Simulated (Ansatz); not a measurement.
Results of RPBE (Ansatz, a first-principles code, plane waves, PAW) for fcc Sr.

Numerical settings: plane-wave cutoff 520 eV, 16×16×16 k mesh, Fermi–Dirac smearing 0.05 eV, scalar-relativistic PAW data made under PBE.

Computed points:

| V (Å³/atom) | E − E_lowest (meV/atom) | P (GPa) |
|---|---|---|
| 54.830 | 7.61 | 0.726 |
| 55.997 | 3.29 | 0.464 |
| 57.164 | 0.80 | 0.223 |
| 58.330 | 0.00 | 0.001 |
| 59.497 | 0.75 | -0.204 |
| 60.663 | 2.94 | -0.394 |
| 61.830 | 6.45 | -0.568 |

Fit the third-order Birch–Murnaghan equation and give B0 and B′.

V0 = 58.333 Å³/atom, B0 = 10.7 GPa, B′ = 3.1 (fit to the energies at full precision).

Measured, for comparison: bulk modulus 12.5 GPa (corrected for temperature and zero-point phonon effects, our sources range from 12.0 to 12.5; as tabulated in Levämäki et al. (2014), arXiv:1402.3671); equilibrium volume per atom 55.22 Å³/atom (low-temperature or extrapolated to 0 K; zero-point anharmonic expansion removed; as tabulated in Csonka et al. (2009), arXiv:0903.4037). Computed (rounded) less measured: bulk modulus -14 % (-11 % to -14 % over the range), equilibrium volume per atom +5.6 %.

Cost on a shared machine: very roughly 50 core-seconds.
